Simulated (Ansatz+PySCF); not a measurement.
Two shapes of singlet C₄H₁₀.

Shape 1:

```xyz
14

C     0.0000   -0.4221   -1.9088
C     0.0000    0.4150   -0.6391
C     0.0000   -0.4150    0.6391
C     0.0000    0.4221    1.9088
H     0.0000    0.2073   -2.8119
H     0.8875   -1.0738   -1.9587
H    -0.8875   -1.0738   -1.9587
H    -0.8798    1.0835   -0.6354
H     0.8798    1.0835   -0.6354
H     0.8798   -1.0835    0.6354
H    -0.8798   -1.0835    0.6354
H     0.0000   -0.2073    2.8119
H     0.8875    1.0738    1.9587
H    -0.8875    1.0738    1.9587
```

Shape 2:

```xyz
14

C     0.0000   -0.4559   -2.0615
C     0.0000    0.4481   -0.6903
C     0.0000   -0.4481    0.6903
C     0.0000    0.4559    2.0615
H     0.0000    0.2239   -3.0369
H     0.9585   -1.1597   -2.1154
H    -0.9585   -1.1597   -2.1154
H    -0.9502    1.1702   -0.6863
H     0.9502    1.1702   -0.6863
H     0.9502   -1.1702    0.6863
H    -0.9502   -1.1702    0.6863
H     0.0000   -0.2239    3.0369
H     0.9585    1.1597    2.1154
H    -0.9585    1.1597    2.1154
```

Basis set: def2-SVP (spherical functions). Frozen core: 4 orbitals. Charge 0, multiplicity 1.

Computed with Ansatz (development build ahead of 0.2.0); each method stands on the lowest determinant of its kind that the runs found.

**Question.** Which shape is lower in energy, and by how much in each method?

**Answer.**

```csv
method,E(2) − E(1) (eV)
RHF,2.060
UHF,2.060
RHF-MP2,1.770
UHF-MP2,1.770
```

Shape 1 is lower.
